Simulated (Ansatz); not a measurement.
Task: a comparison of methods with full CI of BH, with Ansatz 0.2.0, Python API. Give the script and its output. Settings (for the species named): FCI, 6-31G basis, multiplicity 1.

```csv
atom,x (Å),y (Å),z (Å)
B,0.0000,0.0000,0.0000
H,0.0000,0.0000,1.1350
```

`fci.py`
```python
import ansatz
from ase import Atoms

atoms = Atoms(["B", "H"], positions=[
    [0.0, 0.0, 0.0],
    [0.0, 0.0, 1.135],
])
geometry = ansatz.Crystal.molecule_from_ase(atoms)

job = geometry.calculation().basis(gaussian="6-31G")
exact = job.correlation("fci").run(threads=1).report
print(f"full CI {exact['free_energy_ev'] / 27.211386246:.7f} Ha over {exact['configurations']['states'][0]['n_determinants']} determinants")
print("natural occupations", [round(n, 4) for n in exact["configurations"]["natural_occupations"]])
print(f"hf       misses {1000 * (exact['reference_energy_ev'] - exact['free_energy_ev']) / 27.211386246:9.3f} mHa")
for method in ["mp2", "ccsd", "ccsd_t", "bccd_t"]:
    e = job.correlation(method).run(threads=1).report["free_energy_ev"]
    print(f"{method:8s} misses {1000 * (e - exact['free_energy_ev']) / 27.211386246:9.3f} mHa")
```

```console
$ python fci.py
full CI -25.1653414 Ha over 593 determinants
natural occupations [1.9762, 1.8603, 0.0652, 0.0652, 0.0186, 0.0078, 0.0048, 0.0011, 0.0003, 0.0003]
hf       misses    60.453 mHa
mp2      misses    23.929 mHa
ccsd     misses     1.025 mHa
ccsd_t   misses     0.323 mHa
bccd_t   misses     0.327 mHa
```

Notes:
- Total energies depend on the basis set; only differences at equal settings carry meaning.
- Full CI is exact only within this small basis and its frozen core, at an unrelaxed geometry.
- Hardware and time: 1 s on 1 thread of Arm Neoverse V1, on a shared host, peak memory 0.14 GiB.
